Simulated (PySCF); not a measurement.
**Spin states of SiS**

Unrestricted PBE0; Si x2c-SVPall, S x2c-SVPall; spin-free X2C with a Gaussian nucleus (PySCF 2.14). Outer shells of the fragments: Si 3s2 3p2; S 3s2 3p4.

Followed along the bond (rough minima from three points):

```
2Ms+1    unpaired  ⟨S²⟩ at the start  R at minimum (Å)  Te (eV)
    1        none               0.00              1.94     0.00
    3        π ↑↑               2.01  none in the scan   ≤ 2.94
    5  σ ↑, π ↑↑↑               6.00  none in the scan   ≤ 5.42
```

Solutions found at the starting distance of 2.100 Å, counted from the lowest of them; the search is not exhaustive and high or unbound solutions are not listed, so other states can lie among these:

```json
{"2Ms+1": "1", "unpaired": "none", "term": "¹Σ⁺", "E (eV)": "0.00", "⟨S²⟩": "0.00", "⟨Lz²⟩": "0.00", "μ (D)": "-2.17"}
{"2Ms+1": "3", "unpaired": "π ↑↑", "term": "mixed", "E (eV)": "2.63", "⟨S²⟩": "2.01", "⟨Lz²⟩": "2.01", "μ (D)": "0.18"}
{"2Ms+1": "3", "unpaired": "σ ↑, π ↑", "term": "³Π", "E (eV)": "3.00", "⟨S²⟩": "2.01", "⟨Lz²⟩": "1.01", "μ (D)": "-2.18"}
{"2Ms+1": "3", "unpaired": "π ↑↑", "term": "mixed", "E (eV)": "3.00", "⟨S²⟩": "2.01", "⟨Lz²⟩": "2.01", "μ (D)": "-0.07"}
{"2Ms+1": "1", "unpaired": "π ↑↓", "term": "mixed", "E (eV)": "3.07", "⟨S²⟩": "1.01", "⟨Lz²⟩": "2.01", "μ (D)": "-0.16"}
{"2Ms+1": "1", "unpaired": "σ ↓, π ↑", "term": "mixed", "E (eV)": "3.37", "⟨S²⟩": "1.02", "⟨Lz²⟩": "1.01", "μ (D)": "-1.79"}
```

A term symbol is given only where ⟨S²⟩ and ⟨Lz²⟩ are close to those of a pure state; real π, δ and φ orbitals otherwise mix terms. A positive dipole means Si(−)S(+).

The measured ground state is X ¹Σ+ (Huber and Herzberg, Constants of Diatomic Molecules (1979)).

Counting both spins, an empty level lies below a filled one in some of these solutions, because spin and occupation are held.
